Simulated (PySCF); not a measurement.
C₃H₇, SMILES [CH2]CC, doublet at its PBE0/def2-SVP optimised geometry (Å):

```
10

C      1.3229     0.3929     0.0000
C     -0.1622     0.3929     0.0000
C     -0.7845    -0.3818    -1.1544
H      1.8837     1.1067     0.6089
H      1.8832    -0.4137    -0.4820
H     -0.5351    -0.0285     0.9589
H     -0.5339     1.4344     0.0000
H     -0.4911     0.0476    -2.1251
H     -1.8837    -0.3737    -1.1006
H     -0.4586    -1.4344    -1.1467
```

Method: unrestricted PBE0/def2-TZVP (PySCF 2.14.0). Cells within 0.4 Å of a nucleus heavier than hydrogen are left out (blank, or x).

Map of the log10 of the electron density (e/bohr³), floored at −4 on the plane z = 0.0 Å:

```
|00000000000000000000000000000|
|00000000000000000000000000000|
|00000000000000000000000000000|
|00000000000111000000000000000|
|00000000011222211000000000000|
|00000000123333322122221100000|
|00000001234555443333333210000|
|00000001345666654444544321000|
|00000012356788765556665432100|
|00000012457899876677776542100|
|00000013457899887788887543100|
|00000123457899988899987643200|
|0000122345789xx999xx987643200|
|0000123456789xx999xx987643200|
|00012334567899998999987643200|
|00012344566788887888887643200|
|00012344556777766777877543100|
|00012334455666655566766542100|
|00001233445555544455555432000|
|00000122344454433334443321000|
|00000012233444332222322210000|
|00000001123333321111111000000|
|00000000112222211000000000000|
|00000000001111100000000000000|
|00000000000000000000000000000|
|00000000000000000000000000000|
|00000000000000000000000000000|
|00000000000000000000000000000|
|00000000000000000000000000000|
```
Scale: ten equal steps from -4.00 (start of '0') to -0.394 (end of '9'), in the order '0123456789'; x runs from -4.00 to 4.00, y from -4.00 (bottom) to 4.00 (top).
